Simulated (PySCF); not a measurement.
Gas-phase reaction: 2 Al(CH3)2F ⇌ Al(CH3)3 + Al(CH3)F2

Method: PySCF energies plus ideal-gas RRHO corrections (1 bar). † marks an energy on the PBE0/def2-TZVP geometry and frequencies; other levels use their own. MP2 freezes the core. 6-31G* has spherical d functions here. All species are closed-shell singlets. B3LYP is the form with VWN-RPA correlation. Methyl groups turn as free rotors in Al(CH3)2F, Al(CH3)3, Al(CH3)F2. Al(CH3)2F, Al(CH3)F2: computed as isolated molecules; such fragments, hydroxides, amides, oligomers or adducts are transient or little studied in the gas. MP2 isn't extrapolated to the basis-set limit; its ΔH°(298 K) is 15.3 kJ in def2-SVP and 10.6 kJ in def2-TZVPP. The harmonic model lacks anharmonicity and excited electronic states, which grow with temperature; levels with a mode under 35 cm⁻¹ are left out.

| level | ΔE electronic, kJ | ΔH°(298 K), kJ | ΔS°(298 K), J/K | ΔG°(2500 K), kJ |
|---|---|---|---|---|
| B3LYP/6-31G* | 22 | 22 | -8 | 40 |
| BLYP/def2-TZVP† | 16 | 16 | -9 | 37 |
| M06-2X/def2-TZVP† | 15 | 15 | -9 | 36 |
| MP2/def2-SVP† | 16 | 15 | -9 | 37 |
| MP2/def2-TZVPP† | 11 | 11 | -9 | 32 |
| PBE/def2-SVP | 22 | 22 | -8 | 42 |
| PBE/def2-TZVP† | 15 | 15 | -9 | 36 |
| PBE0/def2-QZVP† | 14 | 13 | -9 | 35 |
| PBE0/def2-SVP† | 20 | 20 | -9 | 41 |
| PBE0/def2-TZVP | 14 | 14 | -9 | 36 |
| LDA/def2-TZVP† | 16 | 15 | -9 | 37 |
ΔH° is lowest at MP2/def2-TZVPP† and highest at B3LYP/6-31G*. No reference value is set beside these.
